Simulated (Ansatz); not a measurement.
# C₄H₁₀: ionisation energy by level of theory

An exercise on one series of results from a longer session: the logs are not shown, and one member is left open.

The runs use Ansatz 0.2.0, Gaussian basis; unrestricted cation, the program's frozen cores in correlated methods.

Plan: UKS PBE-D4/def2-TZVPP; UKS r2SCAN-D4/def2-TZVPP; UKS PBE0-D4/def2-TZVPP; UKS B3LYP-D4/def2-TZVPP; UKS wB97X-V/def2-TZVPP; UKS wB97M-V/def2-TZVPP; UKS B2PLYP/def2-TZVPP; UHF-CCSD(T)/def2-TZVPP; UHF-MP2/def2-QZVPP; extrapolation to the limit; then −ε(HOMO) from the neutral's earlier runs with LDA (SPW92), PBE-D4, revPBE-D4, BLYP-D4, r2SCAN-D4, B97M-V, PBE0-D4, B3LYP-D4, r2SCANh-D4, r2SCAN0-D4, HSE06-D4, BHLYP-D4, CAM-B3LYP-D4, LC-ωPBE, ωB97X-V, ωB97M-V.

## Structure used throughout

An earlier PBE0-D4 in a triple-zeta def2 set relaxation fixed the geometry.

SMILES `CC(C)C`, 14 atoms, charge 0, spin multiplicity 1.

Atoms are counted from 1 here; the program's logs count them from 0.

Bond lengths: C1–C2 1.522 Å, C1–H5 1.093 Å, C1–H6 1.093 Å, C1–H7 1.095 Å, C2–C3 1.522 Å, C2–C4 1.522 Å, C2–H8 1.098 Å, C3–H9 1.095 Å, C3–H10 1.093 Å, C3–H11 1.093 Å, C4–H12 1.093 Å, C4–H13 1.095 Å, C4–H14 1.093 Å. Angles: C2–C1–H5 111.4°, C2–C1–H6 111.4°, C2–C1–H7 110.6°, H5–C1–H6 107.9°, H5–C1–H7 107.7°, H6–C1–H7 107.7°, C1–C2–C3 111.0°, C1–C2–C4 111.0°, C1–C2–H8 107.9°, C3–C2–C4 111.0°, C3–C2–H8 107.9°, C4–C2–H8 107.9°, C2–C3–H9 110.6°, C2–C3–H10 111.4°, C2–C3–H11 111.4°, H9–C3–H10 107.7°, H9–C3–H11 107.7°, H10–C3–H11 107.9° and more.

The first run:

in.yaml

```yaml
crystal:
  periodic: [false, false, false]
  atoms:
    - {symbol: C, position_ang: [-0.528345, 1.079996, -0.808996]}
    - {symbol: C, position_ang: [-0.330692, -0.011523, 0.232498]}
    - {symbol: C, position_ang: [0.860285, 0.298680, 1.127241]}
    - {symbol: C, position_ang: [-0.175161, -1.373191, -0.428478]}
    - {symbol: H, position_ang: [-1.400376, 0.879293, -1.436923]}
    - {symbol: H, position_ang: [-0.668738, 2.057760, -0.340723]}
    - {symbol: H, position_ang: [0.345142, 1.148601, -1.465745]}
    - {symbol: H, position_ang: [-1.228375, -0.042865, 0.863654]}
    - {symbol: H, position_ang: [1.783179, 0.340762, 0.539444]}
    - {symbol: H, position_ang: [0.991682, -0.466876, 1.896443]}
    - {symbol: H, position_ang: [0.742305, 1.262825, 1.628754]}
    - {symbol: H, position_ang: [-0.062142, -2.166959, 0.314602]}
    - {symbol: H, position_ang: [0.711568, -1.390691, -1.070673]}
    - {symbol: H, position_ang: [-1.040332, -1.615810, -1.051078]}
basis:
  gaussian: {orbitals: def2-TZVPP}
total_charge: 1
magnetization: {spin_polarized: true, initial_magnetization: 1}
hamiltonian: {xc: pbe, dispersion: d4}
```

Run with:

```console
> ansatz run in.yaml --threads 2 --pin off --events-out ev --progress --plain --max-ram 32768MiB --backend cpu
```

Among the steps run: Cation, UKS PBE-D4/def2-TZVPP; Cation, UKS r2SCAN-D4/def2-TZVPP; Cation, UKS PBE0-D4/def2-TZVPP; Cation, UKS B3LYP-D4/def2-TZVPP; Cation, UKS wB97X-V/def2-TZVPP; Cation, UKS wB97M-V/def2-TZVPP; Cation, UKS B2PLYP (frozen core)/def2-TZVPP; Cation, UHF-CCSD(T)/def2-TZVPP; Cation, UHF-MP2/def2-QZVPP.

One table of the session follows, with a row left open; its other results are not shown here.

For comparison, −ε(HOMO) of the neutral from earlier runs:

| functional | −ε(HOMO) (eV) |
| --- | --- |
| LDA (SPW92) | 7.60 |
| PBE-D4 | 7.59 |
| revPBE-D4 | ? |
| BLYP-D4 | 7.55 |
| r2SCAN-D4 | 7.88 |
| B97M-V | 8.03 |
| PBE0-D4 | 8.97 |
| B3LYP-D4 | 8.80 |
| r2SCANh-D4 | 8.39 |
| r2SCAN0-D4 | 9.16 |
| HSE06-D4 | 8.56 |
| BHLYP-D4 | 10.35 |
| CAM-B3LYP-D4 | 10.43 |
| LC-ωPBE | 11.75 |
| ωB97X-V | 11.44 |
| ωB97M-V | 11.30 |

**Question.** Estimate the row for revPBE-D4.

**Answer.** −ε(HOMO) (eV): 7.56. In the column «−ε(HOMO) (eV)» it lies between BLYP-D4 (7.55) and PBE-D4 (7.59).
